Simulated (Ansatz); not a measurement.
**Fluorite CdF2**

Method: LDA (PAW; Ansatz, a program for electronic structure).

Settings: plane-wave cutoff 500 eV, 10×10×10 k mesh, gaussian smearing 0.02 eV, scalar-relativistic PAW data made under PBE.

Cell (relaxed at this level):

```
CdF2
1.0
    0.00000     2.64863     2.64863
    2.64863     0.00000     2.64863
    2.64863     2.64863     0.00000
Cd F
1 2
Direct
  0.00000   0.00000   0.00000
  0.25000   0.25000   0.25000
  0.75000   0.75000   0.75000
```

| Quantity | Value |
|---|---|
| band gap | 3.00 eV (on the SCF k mesh) |

Measured, for comparison: band gap 7.8 eV (temperature not stated, no zero-point or thermal correction, indirect W–Γ; as tabulated in Cappellini et al. (2013), arXiv:1302.2571).

Spin–orbit coupling is not included.

Static lattice: no zero-point or thermal effects.
